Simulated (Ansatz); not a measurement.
Consider the hydrogenolysis of a C–F bond: `CC(C)(F)F` + H₂ → `CC(C)F` + H–F.

Computed with Ansatz on PBE0-D4/def2-TZVP structures; ΔE is electronic, products minus reactants. CBS: MP2 limit from def2 TZ/QZ plus the TZ coupled-cluster correction, frozen cores. This one scheme is used for every species. Functionals use def2-TZVPP. B3LYP here is the variant with VWN-RPA as its local correlation; programs differ in this. HSE06 is defined as in plane-wave codes.

`CC(C)(F)F`:

Z-matrix (Å, degrees):
```
C
C 1 1.504
H 1 1.090 2 110.0
H 1 1.090 2 109.2 3 -119.8
H 1 1.090 2 110.1 3 120.3
C 2 1.504 1 116.0 3 -60.2
F 2 1.370 1 108.7 3 62.6
F 2 1.370 1 108.7 3 177.1
H 6 1.090 2 109.2 1 179.9
H 6 1.090 2 110.0 1 -60.2
H 6 1.090 2 110.1 1 60.1
```

H₂:

```xyz
2

H     0.081    0.351   -0.096
H    -0.081   -0.351    0.096
```

`CC(C)F`:

```xyz
11

C    -0.531    0.129    1.166
C     0.161    0.544   -0.108
C     0.328   -0.576   -1.104
F     1.428    1.029    0.221
H    -0.580    0.966    1.865
H    -1.549   -0.203    0.953
H     0.009   -0.692    1.642
H    -0.371    1.383   -0.570
H     0.878   -1.406   -0.654
H     0.875   -0.230   -1.982
H    -0.648   -0.944   -1.428
```

H–F:

```xyz
2

F    -0.140    0.215    0.382
H     0.140   -0.215   -0.382
```

```csv
level,ΔE (kJ/mol),difference from CCSD(T)/CBS
LDA (SPW92),-32.3,20.2
PBE-D4,-41.1,11.4
revPBE-D4,-41.5,11.0
BLYP-D4,-39.4,13.1
r2SCAN-D4,-33.4,19.1
B97M-V,-37.0,15.5
r2SCANh-D4,-36.3,16.2
r2SCAN0-D4,-40.2,12.3
HSE06-D4,-46.3,6.2
BHLYP-D4,-45.5,7.0
CAM-B3LYP-D4,-39.8,12.7
ωB97X-V,-37.9,14.6
ωB97M-V,-39.6,12.9
B2PLYP,-47.0,5.5
PBE-QIDH,-50.0,2.5
PBE,-42.6,9.9
revPBE,-46.2,6.3
r2SCAN,-33.7,18.8
PBE0,-47.4,5.1
B3LYP,-45.5,7.0
r2SCANh,-36.6,15.9
HSE06,-47.4,5.1
BHLYP,-47.1,5.4
CAM-B3LYP,-41.0,11.5
LC-ωPBE,-45.2,7.3
RPA@PBE/def2-TZVPP,-45.0,7.5
HF/def2-SVP,-37.4,15.1
MP2/def2-SVP,-33.3,19.2
CCSD/def2-SVP,-34.1,18.4
CCSD(T)/def2-SVP,-30.4,22.1
HF/def2-TZVPP,-48.1,4.4
MP2/def2-TZVPP,-53.1,-0.6
SCS-MP2/def2-TZVPP,-51.3,1.2
CCSD/def2-TZVPP,-51.6,0.9
CCSD(T)/def2-TZVPP,-48.6,3.9
HF/def2-QZVPP,-48.7,3.8
MP2/def2-QZVPP,-55.5,-3.0
SCS-MP2/def2-QZVPP,-53.9,-1.4
HF/CBS(def2),-48.7,3.8
CCSD/CBS(def2),-55.5,-3.0
CCSD(T)/CBS,-52.5,0
```

Largest T1 diagnostic among the species: 0.011.

Leaving LDA and LC-ωPBE aside and taking each functional with its dispersion term where it has one, the values spread over 16.6 kJ/mol, from PBE-QIDH to r2SCAN-D4. LDA lies +10.2 kJ/mol from PBE without D4. From PBE to PBE0 (25 % exact exchange), in def2-TZVPP and without D4, ΔE moves by −4.8 kJ/mol.
